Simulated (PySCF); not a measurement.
Worked example: correlation energy of SiH4⁺, doublet

All five atoms lie in one plane.

Geometry: a point of a stretch scan, not a stationary point.

```xyz
5

Si    0.0001    0.0072   -0.0072
H    -0.0111    1.0981    1.0765
H    -0.0203   -1.3059    1.3142
H     0.0170    1.0910   -1.0980
H     0.0113   -1.0837   -1.0910
```

Basis 6-31G; PySCF 2.14.0. Only valence electrons are correlated (noble-gas cores frozen), which leaves 7 electrons in 16 orbitals. Prefix R: restricted or restricted open-shell reference; prefix U: unrestricted.

Full CI is exact within this basis and frozen core; it isn't the basis-set limit. The frozen core follows each run's orbitals, which can shift R against U totals by a few meV.

Restricted and unrestricted runs freeze slightly different cores, so the step to full CI, which has another core, is uncertain by up to 0.1 kcal/mol.

| level | total energy (hartree) |
| --- | --- |
| UHF | -290.722101 |
| UMP2 | -290.771710 |
| UCCSD | -290.798985 |
| UCCSD(T) | -290.800137 |
| UCCSDT | -290.800830 |
| full CI | -290.800861 |

Q: What is the correlation energy at full CI, and what share of it do UMP2 and UCCSD(T) recover?

A: E(corr) = -290.800861 − (-290.722101) = -0.078760 hartree = -2.143 eV. UMP2: -0.049609 / -0.078760 = 62.99 %. UCCSD(T): -0.078036 / -0.078760 = 99.08 %.

Q: By how many kcal/mol does UCCSD(T) miss full CI (1 hartree = 627.509 kcal/mol), and which steps make up the rest?

A: -290.800137 − (-290.800861) = 0.000724 hartree = 0.45 kcal/mol. Steps: UCCSDT − UCCSD(T) = -0.43, full CI − UCCSDT = -0.02 kcal/mol. That is within 1 kcal/mol of the reference in this basis, which itself misses far more of the correlation at the basis-set limit.
